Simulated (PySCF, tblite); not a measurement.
Isomers of C5H7O (doublet state). Method: GFN2-xTB as coded in tblite; computed harmonic values from a numerical Hessian at the method's own geometry, unscaled. The method is semi-empirical: single wavenumbers can be off by several per cent or more. One conformer each. Open shells enter through the occupations alone, without spin polarisation, and single modes of such species can be off by tens of per cent.

Electronic energies: B3LYP/pcH-1 single points on the GFN2-xTB geometries (PySCF, gas phase).

```tsv
SMILES	electronic energy, lowest = 0 (kJ/mol)
O[CH]CC1=CC1	144.7
[CH2]OCC1C=C1	189.9
CC(=O)[C@@H]1[CH]C1	0.0
```

Question: How do GFN2-xTB zero-point energies change the relative energies?

Answer: 
| SMILES | ZPE (kJ/mol) | of it from modes above 1550 cm⁻¹ | electronic (kJ/mol) | with ZPE, lowest = 0 (kJ/mol) | lowest mode (cm⁻¹) | rings |
| --- | --- | --- | --- | --- | --- | --- |
| CC(=O)[C@@H]1[CH]C1 | 269.0 | 138.1 | 0.0 | 0.0 | 67 | 1 |
| O[CH]CC1=CC1 | 267.0 | 141.1 | 144.7 | 142.7 | 70 | 1 |
| [CH2]OCC1C=C1 | 263.0 | 138.8 | 189.9 | 183.9 | 48 | 1 |

The zero-point energies span 6.0 kJ/mol, from `[CH2]OCC1C=C1` to `CC(=O)[C@@H]1[CH]C1`. The order is unchanged.

Question: And how do the electronic energies of GFN2-xTB itself compare?

Answer: `CC(=O)[C@@H]1[CH]C1` 0.0; `O[CH]CC1=CC1` 123.0; `[CH2]OCC1C=C1` 168.5 kJ/mol, lowest = 0. Against the energies above, taken from the same isomer `CC(=O)[C@@H]1[CH]C1`, the largest difference is 21.7 kJ/mol.

Question: What do entropy and thermal enthalpy add at 298.15 K and 1 bar (rigid rotor, harmonic oscillator, one conformer each)?

Answer: 
```csv
SMILES,point group,symmetry number,S (J/(mol K)),H − H(0) (kJ/mol),ZPE + H − H(0) − TS (kJ/mol)
CC(=O)[C@@H]1[CH]C1,C1,1,343.2,20.22,186.9
O[CH]CC1=CC1,C1,1,352.9,21.34,183.1
[CH2]OCC1C=C1,C1,1,357.1,21.70,178.2
```

S holds R ln(2S + 1) for the spin.
